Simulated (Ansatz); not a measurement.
# AlH2O (doublet): from Hartree-Fock to the top rungs, def2-TZVPP

One table from this session's results is given with a row withheld; the runs are named, their logs left out.

Computed with Ansatz 0.2.0, Gaussian basis. Level: def2-TZVPP, core rule «outside noble gas», up to 6 orbitals frozen.

To be run: UHF; ROHF; CCSD(T) on UHF.

2 further runs of the same task are left out: 2 set aside as unsound or not needed.

## The system

The geometry is a PBE0/def2-TZVP stationary point (not a proven minimum).

4 atoms, charge 0, spin multiplicity 2.

Atoms are counted from 1 here; the program's logs count them from 0.

Bond lengths: Al1–O2 1.700 Å, Al1–H3 1.613 Å, O2–H4 0.957 Å. Angles: O2–Al1–H3 118.4°, Al1–O2–H4 124.9°.

Set-up of the first run:

The input, in.yaml:

```yaml
crystal:
  periodic: [false, false, false]
  atoms:
    - {symbol: Al, position_ang: [0.000000, -0.079020, 0.634433]}
    - {symbol: O, position_ang: [0.000000, 0.000201, -1.063260]}
    - {symbol: H, position_ang: [0.000000, 1.302005, 1.467317]}
    - {symbol: H, position_ang: [0.000000, 0.810086, -1.572931]}
basis:
  gaussian: {orbitals: def2-TZVPP}
magnetization: {spin_polarized: true, initial_magnetization: 1}
hamiltonian: {xc: hf}
output: {orbitals: {seedname: orbitals}}
```

Started as:

```bash
$ ansatz run in.yaml --threads 1 --pin off --events-out ev --progress --plain --max-ram 3968MiB --backend cpu
```

Steps of the session up to this table: UHF; ROHF; CCSD(T) on UHF.

One table of the session follows, with a row left open; its other results are not shown here.

```
  method  from UCCSD(T) (meV)
    ROHF              +8948.2
     UHF                    ?
    UMP2               +616.6
   UCCSD               +283.8
UCCSD(T)                    0
```

Q: Estimate the row for UHF from the others.

As computed: from UCCSD(T) (meV): +8916.5. In the column «from UCCSD(T) (meV)» it lies between UMP2 (+616.6) and ROHF (+8948.2).

With the free atoms at the same levels and basis (separate runs), the atomisation energy is 11.666 eV at UCCSD(T), 8.792 eV at ROHF.
